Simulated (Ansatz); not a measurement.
Results of r²SCAN (Ansatz, a first-principles code, plane waves, PAW) for diamond-structure Ge.

Numerical settings: plane-wave cutoff 600 eV, 10×10×10 k mesh, scalar-relativistic PAW data made under PBE.

Computed at the level's own relaxed cell.

Hill averages of the elastic tensor: K = 71.4 GPa, G = 55.4 GPa. Volume 22.841 Å³/atom, mean atomic mass 72.640 u.

### Question
Work out the density, the sound velocities of a polycrystal and the elastic Debye temperature at this level.

### Answer
ρ = 1.66054 × 72.640/22.841 = 5.281 g/cm³. v_l = √[(K + 4G/3)/ρ] = 5.245 km/s and v_t = √(G/ρ) = 3.239 km/s. The mean follows from 3/v_m³ = 1/v_l³ + 2/v_t³: v_m = 3.573 km/s. Θ_D = (ħ/k_B) v_m (6π²/V)^(1/3) = 76.38 K Å s/km × 3.573 × 1.3738 Å⁻¹ = 375 K, counting all atoms of the cell.
